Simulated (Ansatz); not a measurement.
Two isomers of C3H5F2N: A = `N=C(CF)CF`, B = `C=NC(C)(F)F`.

Calculated with Ansatz (gas phase, PBE0-D4/def2-TZVP geometries, no zero-point term in ΔE). CCSD(T)/CBS is the MP2 limit (def2-TZVPP, def2-QZVPP) plus CCSD(T) − MP2 in def2-TZVPP, frozen cores. Functionals use def2-TZVPP. B3LYP here is the variant with VWN-RPA as its local correlation; programs differ in this. Each species was taken in one conformer, which may not be the lowest.

(1) Which is lower in electronic energy at CCSD(T)/CBS, and by how much? (Best estimate.)

(2) Give E(B) − E(A) in kJ/mol with r2SCAN-D4, B3LYP-D4, B3LYP, CCSD/def2-TZVPP, PBE0-D4, CCSD(T)/def2-TZVPP, MP2/def2-TZVPP. (An estimate is asked.)

Largest T1 diagnostic: 0.012.

Results:

(1) Computed: B, by 41.4 kJ/mol.

(2) The calculation gave: r2SCAN-D4 -45.5, B3LYP-D4 -37.5, B3LYP -36.9, CCSD/def2-TZVPP -41.4, PBE0-D4 -39.7, CCSD(T)/def2-TZVPP -42.8, MP2/def2-TZVPP -43.8. None reverses the order clearly.
